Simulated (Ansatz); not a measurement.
**Molecular dynamics of CH$_{2}$FMg, charge +1**

Input file:

```yaml
crystal:
  periodic: [false, false, false]
  atoms:
    - { symbol: F, position_ang: [-1.510954, -1.2693, 0.359468] }
    - { symbol: C, position_ang: [-0.478098, -0.60178, -0.062922] }
    - { symbol: Mg, position_ang: [-0.178435, 1.526786, 0.329653] }
    - { symbol: H, position_ang: [0.48589, -1.039058, 0.314993] }
    - { symbol: H, position_ang: [-0.09602, 0.510197, 1.852595] }
total_charge: 1
basis:
  gaussian: { orbitals: cc-pVDZ }
hamiltonian:
  xc: pbe
  dispersion: d4
md:
  timestep: 1.0
  n_steps: 166
  ensemble: nvt_langevin
  temperature: 50.0
  initial_velocities: maxwell_boltzmann
  seed: 491996
  friction: 0.001
  temperature_schedule:
    - { n_steps: 41, end_temperature: 50.0 }
    - { n_steps: 125, end_temperature: 150.0 }
```

Launched with:

```bash
$ ansatz run input.yaml --threads 1 --pin off --max-ram 2048MiB --backend cpu --events-out ev --progress --plain --runs-dir out
```

It goes on from the last frame of an earlier run, with new velocities.

Output, in part (step lines, the closing report, with atoms numbered from 0):

```
md step     0: t =     0.00 fs  T =    40.0 K (target 50.0 K)  F+E_penalty+E_count = -9212.66173129 eV  E_kin = 0.025852 eV  (27 SCF iters)
[... lines left out ...]
Total energy: -9213.83408391 eV, -338.6021572226 hartree
Atom 0 at    -1.444882    -1.233187     0.307022 Å, force    -0.902233     0.167415    -0.376099 eV/Å
Atom 1 at    -0.167652    -0.809407     0.184278 Å, force    -1.330510    -0.599347     4.119180 eV/Å
Atom 2 at    -0.406994     1.794789     0.372612 Å, force     0.216825    -0.856729    -0.102925 eV/Å
Atom 3 at     0.052974    -1.021328    -0.886511 Å, force     1.412980     0.095533     0.399716 eV/Å
Atom 4 at     0.183707    -1.167729     1.439223 Å, force     0.602937     1.193129    -4.039871 eV/Å
Dipole moment:     0.360156     1.225075     0.061584 e Å
```

The steps, from the saved trajectory:

| time (fs) | T (K) | potential energy less start (eV) |
| --- | --- | --- |
| 0.0 | 40 | 0.000 |
| 5.0 | 176 | -0.092 |
| 10.0 | 255 | -0.145 |
| 15.0 | 251 | -0.139 |
| 20.0 | 290 | -0.175 |
| 25.0 | 381 | -0.237 |
| 30.0 | 1499 | -0.969 |
| 35.0 | 1993 | -1.329 |
| 40.0 | 1620 | -1.083 |
| 45.0 | 3225 | -2.186 |
| 50.0 | 2064 | -1.411 |
| 55.0 | 1265 | -0.889 |
| 60.0 | 2710 | -1.885 |
| 65.0 | 741 | -0.589 |
| 70.0 | 2327 | -1.668 |
| 75.0 | 2411 | -1.705 |
| 80.0 | 994 | -0.770 |
| 85.0 | 451 | -0.355 |
| 90.0 | 294 | -0.337 |
| 95.0 | 2407 | -1.784 |
| 100.0 | 2369 | -1.709 |
| 105.0 | 1234 | -0.959 |
| 110.0 | 1726 | -1.230 |
| 115.0 | 1343 | -1.021 |
| 120.0 | 1904 | -1.411 |
| 125.0 | 2354 | -1.794 |
| 130.0 | 647 | -0.634 |
| 135.0 | 2937 | -2.191 |
| 140.0 | 1815 | -1.421 |
| 145.0 | 1700 | -1.376 |
| 150.0 | 1738 | -1.432 |
| 155.0 | 942 | -0.901 |
| 160.0 | 2622 | -2.069 |
| 165.0 | 1772 | -1.481 |

The run went to its last step. The schedule's set-point averaged 117 K over the second half and the system 1701 K, so it lags behind the ramp. A run of 0.17 ps of so small a system gives no equilibrium averages. The orbitals stay closed-shell, which can raise the energy where a bond breaks towards radicals; this wasn't checked here. Limits of this set-up: the dipole of an ion depends on the origin.

Parted: Mg3–H5 1.83 → 3.20 Å. It ends as CHFMg + H (total charge +1) by the count below, though a long contact still joins these pieces: C2–H5, 1.35 Å. Pairs count as bonded within 1.25 times the sum of covalent radii (0.12 Å more for H–H).

Last frame:

```xyz
5
Properties=species:S:1:pos:R:3
F -1.445 -1.233 0.307
C -0.168 -0.809 0.184
Mg -0.407 1.795 0.373
H 0.053 -1.021 -0.886
H 0.184 -1.168 1.439
```

The run took 6.8 min on 1 CPU thread of a shared host.
